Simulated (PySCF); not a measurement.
System (SMILES): P#P (P2).
Geometry (B3LYP-D3(BJ)/def2-TZVP, fixed):
```xyz
2

P      0.0000     0.0000    -0.9447
P      0.0000     0.0000     0.9447
```
Charge 0, spin multiplicity 1.

Basis-set convergence of the isotropic shielding of P1 at HF with PySCF. GIAO, no density fitting; atoms are numbered in the order shown. All functions are spherical. No added dispersion term, no relativity. Reference: the value in pcSseg-3, -372.14 ppm, itself unsure by roughly 17.18 ppm (its mean distance from cc-pV(5+d)Z, pcseg-3, pcSseg-2).

```csv
basis,functions,isotropic shielding of P1 (ppm)
3-21G,26,-492.35
pcseg-0,26,-688.18
6-31G**,36,…
cc-pV(D+d)Z,46,-244.17
pcseg-2,68,…
cc-pV(T+d)Z,78,…
def2-TZVPPD,96,-391.28
aug-cc-pV(T+d)Z,110,-316.42
cc-pCVTZ,118,…
```

Some entries are withheld; supply them.


- 6-31G**, isotropic shielding of P1 (ppm): -286.50
- pcseg-2, isotropic shielding of P1 (ppm): -393.63
- cc-pV(T+d)Z, isotropic shielding of P1 (ppm): -325.68
- cc-pCVTZ, isotropic shielding of P1 (ppm): -372.20
